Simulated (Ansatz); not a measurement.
Computed with Ansatz on PBE0-D4/def2-TZVP structures; ΔE is electronic, products minus reactants. CCSD(T)/CBS adds triple-zeta CCSD(T) − MP2 to the extrapolated MP2 energy (def2 sets, frozen cores). DFT in def2-TZVPP. B3LYP here is the variant with VWN-RPA as its local correlation; programs differ in this. One conformer a species, not always the lowest.

`CC[SiH2]C` + `C=C(N)O` → `C/C=C(\N)O` + `CC[SiH3]`  (formal exchange of groups at a C–Si bond)

```csv
level,ΔE (kJ/mol),difference from CCSD(T)/CBS
PBE-D4,43.1,-1.4
r2SCAN-D4,49.7,5.2
PBE0-D4,45.3,0.8
B3LYP-D4,45.0,0.5
ωB97X-V,45.3,0.8
ωB97M-V,48.0,3.5
B2PLYP,44.8,0.3
PBE,42.4,-2.1
r2SCAN,49.5,5.0
PBE0,44.7,0.2
B3LYP,43.9,-0.6
HF/def2-TZVPP,47.0,2.5
MP2/def2-TZVPP,45.4,0.9
SCS-MP2/def2-TZVPP,42.6,-1.9
CCSD/def2-TZVPP,43.1,-1.4
CCSD(T)/def2-TZVPP,42.3,-2.2
HF/def2-QZVPP,47.2,2.7
MP2/def2-QZVPP,46.7,2.2
SCS-MP2/def2-QZVPP,43.9,-0.6
HF/CBS(def2),47.2,2.7
MP2/CBS(def2),47.5,3.0
CCSD/CBS(def2),45.3,0.8
CCSD(T)/CBS,44.5,0
```

Largest T1 diagnostic among the species: 0.012.
